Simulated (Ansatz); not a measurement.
Compare A (`NC(F)=C=O`) with its isomer B (`N=C(F)C=O`).

Gas-phase electronic energies from Ansatz, PBE0-D4/def2-TZVP geometries. CCSD(T)/CBS adds triple-zeta CCSD(T) − MP2 to the extrapolated MP2 energy (def2 sets, frozen cores). DFT in def2-TZVPP. Each species was taken in one conformer, which may not be the lowest.

Question: Which isomer does CCSD(T)/CBS put lower? Give the gap. (Best estimate.)

Answer: Computed: B, by 87.1 kJ/mol.

Question: Give E(B) − E(A) in kJ/mol with CCSD(T)/def2-SVP, HF/def2-TZVPP, ωB97M-V, MP2/def2-TZVPP, CCSD(T)/def2-TZVPP, PBE-D4, BLYP-D4. (Estimate.)

Answer: Computed: CCSD(T)/def2-SVP -98.4, HF/def2-TZVPP -100.6, ωB97M-V -79.1, MP2/def2-TZVPP -86.3, CCSD(T)/def2-TZVPP -91.4, PBE-D4 -64.3, BLYP-D4 -70.6. None reverses the order clearly.

Question: Does the order hold for the free energy at 298.15 K (harmonic terms from PBE0-D4)? (Estimate.)

Answer: The calculation gave: Yes: G(B) − G(A) = -87.3 kJ/mol, for one conformer each.

Largest T1 diagnostic: 0.016.

In def2-TZVPP, CCSD(T) changes the Hartree–Fock value by +9.2 kJ/mol (the triples alone add +0.6 kJ/mol) and MP2 by +14.3 kJ/mol. At CCSD(T), def2-SVP lies −11.3 kJ/mol from the extrapolated value and def2-TZVPP −4.3 kJ/mol.
